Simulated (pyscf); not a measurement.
One four-centre exchange on the singlet surface with elements of a group swapped. ωB97M-D3(BJ)/def2-TZVP, kJ/mol, from the separated reactants. PySCF, gas phase, ωB97X-D3(BJ)/def2-SVP geometries.

```
step                                   barrier  reaction energy  imaginary mode (i cm⁻¹)
-------------------------------------  -------  ---------------  -----------------------
CH₄ + F–Al(F)–Cl -> H₃C–Al(F)–F + HCl    163.4           +145.9                      877
CH₄ + F–Ga(F)–F → H₃C–Ga(F)–F + HF         [?]              [?]                     1182
```

**Question.** Complete the blanks.

**Answer.** 
- CH₄ + F–Ga(F)–F → H₃C–Ga(F)–F + HF, barrier: 115.4
- CH₄ + F–Ga(F)–F → H₃C–Ga(F)–F + HF, reaction energy: +62.8

Row 1: On the reactant side the descent ends in a complex (not fully relaxed), 27.8 kJ/mol under the separated species and 186.4 kJ/mol under the saddle at ωB97X-D3(BJ)/def2-TZVP. On the product side the descent ends in an adduct with a Al–Cl contact, 39.9 kJ/mol under the separated species and 46.3 kJ/mol under the saddle at ωB97X-D3(BJ)/def2-TZVP. Row 2: On the reactant side the descent ends in a complex, 28.8 kJ/mol under the separated species and 139.8 kJ/mol under the saddle at ωB97X-D3(BJ)/def2-TZVP. On the product side the descent ends in an adduct with a F–Ga contact (not fully relaxed), 54.6 kJ/mol under the separated species and 103.8 kJ/mol under the saddle at ωB97X-D3(BJ)/def2-TZVP. Each row is the saddle that its search found. Elements up to Kr have no core potential and no relativistic terms here.
